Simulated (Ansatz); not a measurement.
## Worked example: SiGeCl⁺, triplet against SiGeCl, doublet

Geometry (PBE0/def2-TZVP stationary point of a doublet), kept for both states (SiGeCl, doublet: A''; SiGeCl⁺, triplet: A''):

```xyz
3

Cl    0.0000    0.8853    1.3034
Ge    0.0000    0.0874   -0.9839
Si    0.0000   -1.3435    0.8994
```

Basis cc-pVDZ; Ansatz 0.2.0. Correlated methods freeze the noble-gas cores and the filled d shells of p-block atoms. R marks a restricted (for open shells ROHF) determinant, U an unrestricted one. No spin–orbit coupling is included, and no scalar relativity.

Full CI isn't at hand for all of this; UCCSDT(Q) serves as the reference, and is uncertain by about the last step of the cluster series.

```tsv
level	E(SiGeCl, doublet) (hartree)	E(SiGeCl⁺, triplet) (hartree)
UHF	-2823.746625	-2823.483920
UMP2	-2824.022733	-2823.740223
UCCSD(T)	-2824.070918	-2823.789422
PBE	-2826.004221	-2825.717399
r2SCAN	-2826.575455	-2826.284442
UCCSDT(Q)	-2824.073554	-2823.792420
```

Question: Give the vertical gap, SiGeCl⁺ triplet less SiGeCl doublet, at each level in eV (1 hartree = 27.2114 eV), and each error against UCCSDT(Q).

Answer: UCCSDT(Q): (-2823.792420 − (-2824.073554)) × 27.2114 = 7.650 eV (the reference)
r2SCAN: (-2826.284442 − (-2826.575455)) × 27.2114 = 7.919 eV, error 0.269 eV
PBE: (-2825.717399 − (-2826.004221)) × 27.2114 = 7.805 eV, error 0.155 eV
UCCSD(T): (-2823.789422 − (-2824.070918)) × 27.2114 = 7.660 eV, error 0.010 eV
UMP2: (-2823.740223 − (-2824.022733)) × 27.2114 = 7.687 eV, error 0.037 eV
UHF: (-2823.483920 − (-2823.746625)) × 27.2114 = 7.149 eV, error -0.501 eV

Total energies of functionals can't be set beside those of wave-function methods, since they hold the core's correlation and their own absolute errors; only the differences compare.

In so small a basis the reference is far from its limit while semilocal and hybrid functionals are nearer theirs, so the functionals' errors here hold much of the reference's basis and frozen-core error, which can add to them or hide them.

Each level lands on the state that its own search finds. T1 diagnostics of restricted CCSD: 0.022 and 0.026.
